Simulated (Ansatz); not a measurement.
**Worked example: correlation energy of O₂, triplet**

Geometry: MP2(full)/6-31G*, from the G2/97 set.

```xyz
2

O     0.0000    0.0000    0.0000
O     0.0000    0.0000    1.2460
```

Basis 6-31G* (Cartesian d functions); Ansatz 0.2.0. Only valence electrons are correlated (noble-gas cores frozen), which leaves 12 electrons in 28 orbitals. R marks a restricted (for open shells ROHF) determinant, U an unrestricted one.

Full CI isn't at hand for all of this; UCCSDTQ serves as the reference, and is uncertain by about the last step of the cluster series.

Runs differ by some tens of microhartree through their thresholds and, for an open shell, their frozen cores, so steps under 0.03 kcal/mol mean nothing.

```
    level  total energy (hartree)
      UHF             -149.606808
     UMP2             -149.949726
    UCCSD             -149.950822
 UCCSD(T)             -149.961415
   UCCSDT             -149.961529
UCCSDT(Q)             -149.963863
  UCCSDTQ             -149.963635
```

Q: What is the correlation energy at UCCSDTQ, and what share of it do UMP2 and UCCSDT recover?

A: E(corr) = -149.963635 − (-149.606808) = -0.356827 hartree = -9.710 eV. UMP2: -0.342918 / -0.356827 = 96.10 %. UCCSDT: -0.354721 / -0.356827 = 99.41 %.

Q: By how many kcal/mol does UCCSD(T) miss UCCSDTQ (1 hartree = 627.509 kcal/mol), and which steps make up the rest?

A: -149.961415 − (-149.963635) = 0.002220 hartree = 1.39 kcal/mol. Steps: UCCSDT − UCCSD(T) = -0.07, UCCSDT(Q) − UCCSDT = -1.46, UCCSDTQ − UCCSDT(Q) = 0.14 kcal/mol. Differences between like states or geometries often cancel part of this.
